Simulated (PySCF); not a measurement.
Predicted microwave data (PBE0-D3(BJ)/def2-SVP geometry optimisation, gas phase in PySCF) for one isomer of C4H2FN:

```
Rotational constants : A = 8893, B = 2367, C = 2029 MHz
Dipole components    : |μa| = 3.06 D, |μb| = 2.26 D, |μc| = 0.74 D
Inertial defect      : -21.31 u·Å²
κ                    : -0.90
```

Problem. Which structure is it? (One computed conformer of each.)
A. `N#CC1=C(F)C1`
B. `C#C[C@@H](F)C#N`
C. `N#CC1(F)C=C1`
D. `N#C[C@@H]1C=C1F`
E. `N#CC1=C[C@H]1F`

Solution. D. It is N#C[C@@H]1C=C1F, a near-prolate asymmetric top, point group C1. The candidates at the same level (rigid rotor, commonest isotopes):

```json
{"SMILES": "C#C[C@@H](F)C#N", "A (MHz)": "5797", "B (MHz)": "2864", "C (MHz)": "2014", "μa (D)": "3.05", "μb (D)": "0.04", "μc (D)": "1.45", "Δ (u·Å²)": "-12.71", "point group": "C1", "rotor": "asymmetric top"}
{"SMILES": "N#CC1=C[C@H]1F", "A (MHz)": "10041", "B (MHz)": "2237", "C (MHz)": "1929", "μa (D)": "2.33", "μb (D)": "2.59", "μc (D)": "0.63", "Δ (u·Å²)": "-14.20", "point group": "C1", "rotor": "near-prolate asymmetric top"}
{"SMILES": "N#CC1(F)C=C1", "A (MHz)": "6698", "B (MHz)": "3296", "C (MHz)": "2552", "μa (D)": "3.95", "μb (D)": "1.77", "μc (D)": "0.00", "Δ (u·Å²)": "-30.81", "point group": "Cs", "rotor": "asymmetric top"}
{"SMILES": "N#CC1=C(F)C1", "A (MHz)": "9652", "B (MHz)": "2179", "C (MHz)": "1800", "μa (D)": "3.17", "μb (D)": "1.47", "μc (D)": "0.00", "Δ (u·Å²)": "-3.45", "point group": "Cs", "rotor": "near-prolate asymmetric top"}
{"SMILES": "N#C[C@@H]1C=C1F", "A (MHz)": "8893", "B (MHz)": "2367", "C (MHz)": "2029", "μa (D)": "3.06", "μb (D)": "2.26", "μc (D)": "0.74", "Δ (u·Å²)": "-21.31", "point group": "C1", "rotor": "near-prolate asymmetric top"}
```

`N#CC1=C[C@H]1F` has A 13 % too high; `N#CC1(F)C=C1` has B 39 % too high; `N#CC1=C(F)C1` has C 11 % too low; `C#C[C@@H](F)C#N` has A 35 % too low. No structure here is proved a minimum.
